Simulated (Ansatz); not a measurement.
Results of G0W0@HSE06 (Ansatz, a quantum-chemistry and plane-wave program, hard PAW, contour deformation) for rock-salt PbSe.

The cell has the measured lattice parameters. Conventional cell: a = 6.1240 Å, b = 6.1240 Å, c = 6.1240 Å, α = 90.00°, β = 90.00°, γ = 90.00°.

The quasiparticle gap at Γ at a fixed k mesh 2×2×2:

| response cutoff | value (eV) |
|---|---|
| 150 eV, 440 empty bands | 6.893 |
| 200 eV, 677 empty bands | 6.915 |
| 250 eV, 947 empty bands | 6.928 |
| 300 eV, 1245 empty bands | 6.936 |

Taking the value to converge with the response cutoff E as E^(−3/2), extrapolate from the last two rows.

With y = y∞ + c/w and weights w = 3953 and 5196 for the last two rows, y∞ = (w2 y2 − w1 y1)/(w2 − w1) = (5196 × 6.936 − 3953 × 6.928)/1243 = 6.961 eV, which lies 0.025 beyond the last row. Successive pairs of rows give 6.956, 6.961, 6.961. The limit also hangs on the law assumed, so its last digits aren't firm.

The other settings are not extrapolated, so this is the limit in one setting alone.

At the last cutoff the smallest gap on this mesh is 0.61 eV, with an edge away from Γ.

Spin–orbit coupling is not included; with these elements it can move the gap by several tenths of an eV or more.

Note: filled d or f shells below the valence bands can shift G0W0 gaps through exchange with them, which wasn't tested here. Note: GW on a hybrid start was not checked against another program.
